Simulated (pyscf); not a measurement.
9 silicon, germanium or tin steps of one kind (four-centre exchange, closed-shell): barrier in kcal/mol, from the separated reactants or the lowest minimum found. Single points on ωB97X-D3(BJ)/def2-SVP structures (PySCF, gas phase). Functionals in def2-TZVP; the last column is ωB97M-D3(BJ)/def2-TZVP. Rows were drawn at random from the steps of this kind and element class whose saddle was verified and whose references are stable.

| step | PBE | PBE0-D3(BJ) | B3LYP-D3(BJ) | ωB97M-D3(BJ) |
|---|---|---|---|---|
| HO–SiH₂–F + HCl -> HO–SiH(F)–Cl + H₂ | 24.3 | 26.8 | 30.5 | 31.4 |
| HCl + Cl–SnH(Cl)–Cl → Cl–Sn(Cl)(Cl)–Cl + H₂ | 26.4 | 29.0 | 30.4 | 34.7 |
| SiH₄ + HCl → H₃Si–Cl + H₂ | 30.9 | 33.2 | 35.9 | 37.5 |
| H₂N–SiH₂–F + NH₃ -> H₂N–SiH(NH₂)–F + H₂ | 29.6 | 30.8 | 34.6 | 34.0 |
| Cl–Si(Cl)(Cl)–Cl + H₂O → HCl + HO–Si(Cl)(Cl)–Cl | 19.0 | 19.7 | 21.5 | 21.7 |
| F–SiH₃ + NH₃ -> H₂N–SiH₂–F + H₂ | 27.3 | 28.6 | 32.5 | 31.9 |
| H₂N–SiH₂–F + HCl → H₂N–SiH(F)–Cl + H₂ | … | 21.3 | 24.6 | 25.6 |
| H₃Si–O–GeH₃ + HCl → HO–SiH₃ + Cl–GeH₃ | … | 9.7 | 11.0 | 12.3 |
| AsH₃ + SiH₄ → H₃Si–AsH₂ + H₂ | 55.1 | 57.8 | 62.0 | 65.0 |

Problem. Complete the blanks.

Solution. 
- H₂N–SiH₂–F + HCl → H₂N–SiH(F)–Cl + H₂, PBE: 19.6
- H₃Si–O–GeH₃ + HCl → HO–SiH₃ + Cl–GeH₃, PBE: 9.6

Differences from the last column (kcal/mol): PBE: mean -5.8, median -6.0, mean size 5.8, lower in 9 of 9; PBE0-D3(BJ): mean -4.1, median -4.3, mean size 4.1, lower in 9 of 9; B3LYP-D3(BJ): mean -1.2, median -1.1, mean size 1.5, lower in 7 of 9. PBE is closest for row 5 (2.7 kcal/mol apart) and farthest for row 9 (10.0 kcal/mol). PBE, r²SCAN and M06-2X carry no added dispersion term. The last column is a level with limits of its own. Each barrier is that of the saddle found. Elements up to Kr have no core potential and no relativistic terms here. Elements past Kr carry the def2 core potentials, without spin-orbit coupling.
